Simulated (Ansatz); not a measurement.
A calculation with Ansatz (development build ahead of 0.2.0).

```yaml
crystal:
  periodic: [false, false, false]
  atoms:
    - { symbol: O, position_ang: [-0.00241, 0.01955, 0.01796] }
    - { symbol: O, position_ang: [-0.6274, 0.9584, 0.02604] }
    - { symbol: O, position_ang: [3.33001, 0.04947, 0.35572] }
    - { symbol: H, position_ang: [3.75248, 0.81129, 0.59026] }
    - { symbol: H, position_ang: [4.02452, -0.61156, 0.21423] }
basis:
  gaussian: { orbitals: def2-SVP }
magnetization:
  spin_polarized: true
  initial_magnetization: 2
hamiltonian:
  xc: hf
output:
  forces: true
```

The input is written out in the form of the current development build from the run's settings.

Results

* Converged: yes
* Total energy: -225.45313 hartree
* Spin squared of the determinant: 2.029
* Stability test: minimum

Forces (eV/Å):
```
atom      Fx      Fy      Fz
  O1   1.903  -2.904  -0.028
  O2  -1.906   2.896   0.027
  O3  -0.510  -3.530  -1.005
  H4   1.487   2.533   0.785
  H5  -0.975   1.006   0.220
```
